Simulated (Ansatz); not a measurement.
Task: a geometry optimisation of C3H5Cl, SMILES C/C=C/Cl, with the Python package of Ansatz (0.2.0). Give the script and its output. Level of theory: B3LYP, cc-pVDZ basis, multiplicity 1.

```csv
atom,x (Å),y (Å),z (Å)
C,-1.2048,0.0259,0.0099
C,0.2068,-0.4567,0.0535
C,1.2682,0.3468,-0.0561
Cl,2.8780,-0.2360,-0.0024
H,-1.2668,1.1109,-0.1219
H,-1.7170,-0.2347,0.9411
H,-1.7361,-0.4497,-0.8201
H,0.3511,-1.5269,0.1826
H,1.2205,1.4205,-0.1867
```

`c3h5cl.py`:
```python
# -*- coding: utf-8 -*-
'''Geometry optimisation of C3H5Cl.'''

import itertools

import ansatz as az
from ase.data import atomic_numbers, covalent_radii
import numpy as np
import pandas as pd

geometry_ang = [
    ('C', [-1.2048, 0.0259, 0.0099]),
    ('C', [0.2068, -0.4567, 0.0535]),
    ('C', [1.2682, 0.3468, -0.0561]),
    ('Cl', [2.878, -0.236, -0.0024]),
    ('H', [-1.2668, 1.1109, -0.1219]),
    ('H', [-1.717, -0.2347, 0.9411]),
    ('H', [-1.7361, -0.4497, -0.8201]),
    ('H', [0.3511, -1.5269, 0.1826]),
    ('H', [1.2205, 1.4205, -0.1867]),
]
molecule = az.Crystal.molecule()
for symbol, xyz in geometry_ang:
    molecule = molecule.atom(symbol, xyz)

setup = (
    molecule.calculation()
    .basis(gaussian='cc-pVDZ')
    .functional('B3LYP')
)
symbols = [site.symbol for site in molecule.cartesian_sites]
start = np.array([site.position_ang for site in molecule.cartesian_sites], dtype=float)
def progress(event):
    if event['event'] == 'relax_step':
        row = event['data']
        print(f'step {row["step"]:3d}  E = {row["lagrangian_ev"]:.6f} eV  largest force component {row["allowed_force_max_ev_ang"]:.4f} eV/A')


rep = setup.relax(force_tolerance=0.02).session().plan().execute(on_event=progress).report
end = np.array(rep['positions_ang'])

for key in ('converged', 'free_energy_ev', 'reference_energy_ev', 'n_frozen', 'n_occupied', 'n_virtual'):
    print(f'{key:22s} {rep[key]}')

# pairs closer than 1.2 times the sum of covalent radii, before or after
radius = [covalent_radii[atomic_numbers[s]] for s in symbols]
span = lambda where, i, j: np.linalg.norm(where[i] - where[j])
bonded = [(i, j) for i, j in itertools.combinations(range(len(symbols)), 2) if min(span(start, i, j), span(end, i, j)) < 1.2 * (radius[i] + radius[j])]
print('pair        before    after (A)')
for i, j in bonded:
    print(f'{symbols[i]}{i}-{symbols[j]}{j}'.ljust(10), f'{span(start, i, j):8.4f} {span(end, i, j):8.4f}')

charges = rep['charge_distribution']
table = pd.DataFrame({'atom': symbols, 'mulliken': charges['mulliken_charges_e'], 'lowdin': charges['lowdin_charges_e']})
print(table.round(3).to_string())
print('dipole (e A):', np.round(charges['dipole_moment_e_ang'], 4) + 0.0)
with open('c3h5cl_opt.xyz', 'w') as handle:
    handle.write(f'{len(symbols)}\nrelaxed C3H5Cl\n')
    handle.writelines(f'{s:2s} {x:11.6f} {y:11.6f} {z:11.6f}\n' for s, (x, y, z) in zip(symbols, end))
```

`python c3h5cl.py` gives:
```text
step   1  E = -15715.380455 eV  largest force component 1.0640 eV/A
step   2  E = -15715.409177 eV  largest force component 0.5322 eV/A
step   3  E = -15715.416221 eV  largest force component 0.1275 eV/A
step   4  E = -15715.416490 eV  largest force component 0.0491 eV/A
step   5  E = -15715.416557 eV  largest force component 0.0120 eV/A
converged              True
free_energy_ev         -15715.416776114263
reference_energy_ev    -15715.416776114263
n_frozen               0
n_occupied             [20, 20]
n_virtual              [65, 65]
pair        before    after (A)
C0-C1        1.4925   1.5008
C0-H4        1.0947   1.1009
C0-H5        1.0943   1.1041
C0-H6        1.0942   1.1041
C1-C2        1.3357   1.3332
C1-H7        1.0876   1.0950
C2-Cl3       1.7129   1.7556
C2-H8        1.0827   1.0920
  atom  mulliken  lowdin
0    C     0.021   0.019
1    C    -0.001  -0.081
2    C    -0.070  -0.237
3   Cl    -0.088   0.220
4    H     0.021   0.015
5    H     0.041   0.021
6    H     0.041   0.021
7    H    -0.001   0.019
8    H     0.035   0.004
dipole (e A): [-0.4018  0.0666 -0.0041]
```

It writes `c3h5cl_opt.xyz`:
```text
9
relaxed C3H5Cl
C    -1.208678    0.028461    0.009634
C     0.209429   -0.460839    0.054471
C     1.268421    0.341765   -0.054293
Cl    2.924284   -0.239324   -0.003184
H    -1.262638    1.120010   -0.122779
H    -1.744606   -0.231758    0.939151
H    -1.763005   -0.445938   -0.818979
H     0.371735   -1.536049    0.183587
H     1.204958    1.423771   -0.187708
```

Notes:
- These settings explore the input space; basis and method may be short of convergence.
- The end point is the stationary point reached from this start; no frequency run checks that it is a minimum, and the basis set is modest.
- The Löwdin charges here are taken after orthogonalising the functions within each atom; they differ from plain Löwdin charges, and their signs can be unphysical.
- b3lyp holds the VWN-RPA fit, as in Gaussian; the form of ORCA and Turbomole is b3lyp5.
- Run time: 20 s on 1 thread of Arm Neoverse V1 (shared host), peak memory 0.28 GiB.
